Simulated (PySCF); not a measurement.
# The bond of BCl, level by level

One table from this session's results is given with a row withheld; the runs are named, their logs left out.

Method: B def2-TZVPPD, Cl def2-TZVPPD, no relativity; program: PySCF 2.14.0.

Set-up of the first run:

A driver script around PySCF takes these settings:

```yaml
atoms: B, Cl
charge: 0
basis: B def2-TZVPPD, Cl def2-TZVPPD
Hamiltonian: no relativity
basis_functions: 88
electrons_treated: 22
masses_in_u: 11.0093, 34.9689
levels: PBE0, PBE, r²SCAN, MN15, M06-L, PBEsol, B3LYP, M06-2X, CAM-B3LYP, HF, MP2, SCS-MP2, CCSD, CCSD(T)
grid: 80 radial by 434 angular points
occupations: held fixed by the projection of orbital angular momentum
dissociation_limit: B + Cl, each in its ground configuration
starting_distance_in_angstrom: 1.785
values_of_2S_to_try: 0, 2
```

The run is started by

```
$ OMP_NUM_THREADS=2 python dia.py task.json out
```

Among the steps run: Input; The PBE0 curve of the state that the search chose; Higher solutions at PBE0; PBE (GGA); r²SCAN (meta-GGA); MN15; M06-L (meta-GGA); PBEsol (GGA); B3LYP (global hybrid GGA); M06-2X (hybrid meta-GGA); CAM-B3LYP (range-separated hybrid); RHF (mean field); MP2 and coupled cluster.

One of the session's tables, all rows but one given; the rest of the session is left out.

| level | Re (Å) | ωe (cm⁻¹) | De (eV) |
| --- | --- | --- | --- |
| RHF | 1.718 | 854 | 3.79 |
| RHF-MP2 | 1.713 | 857 | 5.37 |
| RHF-SCS-MP2 | 1.717 | 850 | 5.19 |
| RHF-CCSD | 1.724 | 842 | 4.98 |
| RHF-CCSD(T) | 1.726 | 836 | 5.16 |
| PBE | 1.732 | 807 | 5.52 |
| PBEsol | 1.726 | 818 | 5.81 |
| r²SCAN | ? | ? | ? |
| M06-L | 1.718 | 846 | 5.45 |
| B3LYP | 1.722 | 822 | 5.16 |
| PBE0 | 1.718 | 839 | 5.32 |
| MN15 | 1.711 | 851 | 5.55 |
| M06-2X | 1.721 | 828 | 5.37 |
| CAM-B3LYP | 1.709 | 851 | 5.15 |

**Question.** Estimate the row for r²SCAN.

The run gave: Re (Å): 1.724; ωe (cm⁻¹): 826; De (eV): 5.35.
